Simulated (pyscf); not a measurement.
This saddle point was located with ωB97X-D3(BJ)/def2-SVP in PySCF.

```xyz
7

C     -0.6400    -0.3404    -0.4166
Se    -1.2730     0.9924     1.1598
H      0.4409    -0.2807    -0.2686
H     -1.0855     0.1777    -1.2691
H     -1.1478    -1.2378    -0.0529
H     -0.5531     2.1358     0.5886
H     -0.1748    -1.3258    -1.5779
```
Charge 0, spin multiplicity 2.

Surface: doublet, charge 0. Lowest wavenumbers (cm⁻¹): 1409i, 163, 432, 447, 498.

Question: What reaction is this the transition state of?

Answer: H₃C–SeH + H atom (H•) ⇌ methane (CH₄) + SeH•, a substitution at C read from left to right: C–Se broken and C–H formed. At CCSD(T)/def2-TZVPP + ΔMP2(QZVPP) it lies +14.8 kcal/mol from the left side and +55.9 kcal/mol from the right (each side as separated species at their lowest minima found). This is the saddle that the search found; another between the same sides may lie lower. The angle at the attacked C is 180°. The CCSD(T) − MP2 part came from Ansatz, without density fitting, on the same reference. A UHF reference is spin-contaminated (<S²> up to 0.86), which harms MP2 most. The frozen core leaves the outer d or s,p core shells of the metals and heavy elements correlated in the MP2 and CC values, and def2-TZVPP describes them poorly, which can shift differences by a few kcal/mol. Left out: the spin-orbit lowering of SeH, which is large for Br, Se, Te and I. Elements up to Kr have no core potential and no relativistic terms here.
